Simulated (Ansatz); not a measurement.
# C2H6OS2: small, medium and large basis sets

One table from this session's results is given with a row withheld; the runs are named, their logs left out.

Computed with Ansatz 0.2.0, Gaussian basis. Level: one geometry, several basis sets.

Levels to be run: PBE0-D4/def2-SVP; ωB97M-V/def2-SVP; PBE0-D4/def2-QZVPP; ωB97M-V/def2-QZVPP; the functionals' def2-TZVPP values are taken from earlier runs.

## The geometry

The geometry comes from an earlier relaxation with PBE0-D4 in a triple-zeta def2 set; it is a stationary point, not always the lowest conformer.

SMILES `COCSS`, 11 atoms, charge 0, spin multiplicity 1.

Atoms are counted from 1 here; the program's logs count them from 0.

Bond lengths: C1–O2 1.407 Å, C1–H6 1.098 Å, C1–H7 1.096 Å, C1–H8 1.089 Å, O2–C3 1.384 Å, C3–S4 1.823 Å, C3–H9 1.101 Å, C3–H10 1.089 Å, S4–S5 2.039 Å, S5–H11 1.347 Å. Angles: O2–C1–H6 111.0°, O2–C1–H7 111.4°, O2–C1–H8 107.0°, H6–C1–H7 108.7°, H6–C1–H8 109.2°, H7–C1–H8 109.4°, C1–O2–C3 114.0°, O2–C3–S4 115.4°, O2–C3–H9 112.1°, O2–C3–H10 107.4°, S4–C3–H9 103.8°, S4–C3–H10 108.1°, H9–C3–H10 109.9°, C3–S4–S5 102.1°, S4–S5–H11 98.9°.

Geometry (Å):

```mol
C2H6OS2
  3D, bonds by distance, orders not assigned

 11 10  0  0  0  0  0  0  0  0999 V2000
   -1.1757    0.7090   -0.7319 C   0  0
   -0.4354   -0.4873   -0.6937 O   0  0
    0.9214   -0.3024   -0.4953 C   0  0
    1.3966    0.2888    1.1622 S   0  0
    1.0358   -1.3491    2.3216 S   0  0
   -0.8226    1.3655   -1.5382 H   0  0
   -1.1094    1.2510    0.2180 H   0  0
   -2.2131    0.4365   -0.9209 H   0  0
    1.3390    0.4566   -1.1750 H   0  0
    1.4093   -1.2614   -0.6653 H   0  0
   -0.2804   -1.1643    2.5390 H   0  0
  1  2  8  0
  2  3  8  0
  3  4  8  0
  4  5  8  0
  1  6  8  0
  1  7  8  0
  1  8  8  0
  3  9  8  0
  3 10  8  0
  5 11  8  0
M  END
```

The first run:

Contents of in.yaml:

```yaml
crystal:
  periodic: [false, false, false]
  atoms:
    - {symbol: C, position_ang: [-1.175712, 0.708987, -0.731895]}
    - {symbol: O, position_ang: [-0.435387, -0.487261, -0.693750]}
    - {symbol: C, position_ang: [0.921397, -0.302364, -0.495252]}
    - {symbol: S, position_ang: [1.396561, 0.288847, 1.162172]}
    - {symbol: S, position_ang: [1.035814, -1.349068, 2.321594]}
    - {symbol: H, position_ang: [-0.822596, 1.365498, -1.538187]}
    - {symbol: H, position_ang: [-1.109433, 1.251000, 0.218017]}
    - {symbol: H, position_ang: [-2.213123, 0.436501, -0.920908]}
    - {symbol: H, position_ang: [1.338988, 0.456572, -1.174979]}
    - {symbol: H, position_ang: [1.409284, -1.261410, -0.665274]}
    - {symbol: H, position_ang: [-0.280394, -1.164303, 2.538962]}
basis:
  gaussian: {orbitals: def2-SVP}
hamiltonian: {xc: pbe0, dispersion: d4}
output: {orbitals: {seedname: orbitals}}
```

Launch:

```console
> ansatz run in.yaml --threads 4 --pin off --events-out ev --progress --plain --max-ram 10444MiB
```

Steps of the session up to this table: PBE0-D4 in def2-SVP; ωB97M-V in def2-SVP; PBE0-D4 in def2-QZVPP; ωB97M-V in def2-QZVPP.

One table of the session follows, with a row left open; its other results are not shown here.

It belongs to the step «Functionals by basis». 

```
functional       basis  HOMO (eV)
   PBE0-D4    def2-SVP      -6.97
   PBE0-D4  def2-TZVPP      -7.07
   PBE0-D4  def2-QZVPP      -7.10
   ωB97M-V    def2-SVP      -9.12
   ωB97M-V  def2-TZVPP          ?
   ωB97M-V  def2-QZVPP      -9.28
```

**Question.** Estimate the row for ωB97M-V, def2-TZVPP.

As computed: HOMO (eV): -9.24. In the column «HOMO (eV)» it lies between ωB97M-V, def2-QZVPP (-9.28) and ωB97M-V, def2-SVP (-9.12).
